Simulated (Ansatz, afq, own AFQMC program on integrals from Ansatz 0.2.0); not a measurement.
# Atomization energy of SiH4, singlet, worked out

```xyz
5

Si    0.0000    0.0000    0.0000
H     0.8558    0.8587    0.8568
H    -0.8596   -0.8544    0.8574
H    -0.8547    0.8555   -0.8611
H     0.8584   -0.8599   -0.8531
```

Basis cc-pVQZ. Noble-gas cores (and the filled d shells of Ga–Kr and In–Xe) are frozen. Ansatz 0.2.0 and our own AFQMC program on the same integrals; the CISD trial comes from CCSD amplitudes, and released means the phaseless constraint is let go. Error bars are statistical, one sigma.

Total energies in eV. CBS is CCSD(T) at the limit of def2-TZVPP/QZVPP (extrapolated itself); the highest rung of each member is named.

Cautions: SiH₄ (singlet): the released value is read at 1.50 1/Eh (meV from the phaseless value at times in 1/Eh: 3 ± 3 at 0.24, 0 ± 3 at 0.50, 1.9 ± 2.5 at 1.00, 2 ± 3 at 1.50).

```tsv
member	count	CCSD(T)/cc-pVQZ	highest rung in cc-pVQZ	which	CCSD(T)/CBS
Si (triplet)	+1	-7862.3927	-7862.4146	FCI	-7862.5000
H (doublet)	+4	-13.6042	-13.6042	FCI	-13.6059
SiH₄, singlet	-1	-7930.7772	-7930.7977 ± 0.0030	released AFQMC	-7931.0273
```

**Question.** Work out the best estimate of the atomization energy: the CCSD(T)/CBS difference plus the step from CCSD(T) to the highest rung.

**Answer.** Sums with the counts: CCSD(T)/CBS 14.1037 eV, highest rung 13.9663 eV, CCSD(T)/cc-pVQZ 13.9677 eV. The step is 13.9663 − 13.9677 = -0.0014 eV, so the best estimate is 14.1037 + (-0.0014) = 14.1023 eV = 1360.7 kJ/mol, with sampling noise 0.003 eV. The step is under twice that noise, so its sign is open. The basis set is worth 0.136 eV of it. Zero-point, core-correlation and spin–orbit terms aren't in it. Past Ne the Hartree–Fock part of each CBS total tends to overshoot, since the cores don't follow the formula; that largely cancels in the difference.

Best estimates are given only where the step beyond CCSD(T) is under 0.3 eV and no member's determinant is very poor (T1 over 0.05, or 0.07 for open shells, ⟨S²⟩ too high by 0.3, two states mixed), so the hardest cases are missing from such tables.

Each member of a difference takes its own highest rung, so a best estimate needn't equal the limit plus the step of one row. A walk keeps the symmetry of its determinant, which the program's search chose and which needn't be the lowest solution, so a lower state of the same spin and another symmetry isn't excluded. Released energies are given only where the last usable release times agree within the noise; a slower fall can still hide under it.
